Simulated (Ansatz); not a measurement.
A made-up structure of AlH2S, doublet:

```
4
angstrom
Al -0.0957 0.0121 -0.1083
S 1.0634 -0.1349 1.2025
H -1.2840 -1.0908 0.0311
H 0.3163 1.2136 -1.1254
```

It is relaxed with PBE-D4/def2-SVP and then PBE0-D4/def2-TZVP (Ansatz 0.2.0). Atoms count as bonded within 1.22 times the sum of their covalent radii (H–H: 0.88 Å). The end point is not checked to be a true minimum.

Task: Does its bonding change? (Judge from chemistry; the calculation decides.)

Result: Computed: No: no bond forms or breaks.

Where it ends: The first stage lowers the energy by 2.30 eV in 5 steps. It ends as AlH₂S ([AlH2][S]):
```tsv
atom	x (Å)	y (Å)	z (Å)
Al1	-0.1181	0.0150	-0.1336
S2	1.3129	-0.1666	1.4846
H3	-1.3381	-0.9909	-0.1402
H4	0.1434	1.1425	-1.2109
```

Labels in which every atom is bracketed show which atoms are joined, not bond orders.

For scale, one of the runs: PBE0-D4/def2-TZVP relaxation, 86 basis functions, launched by `ansatz run in.yaml --threads 2 --pin off --events-out ev --progress --plain --max-ram 4352MiB`. The run took about 7 s on 2 CPU threads of an Arm Neoverse V2 (shared host).
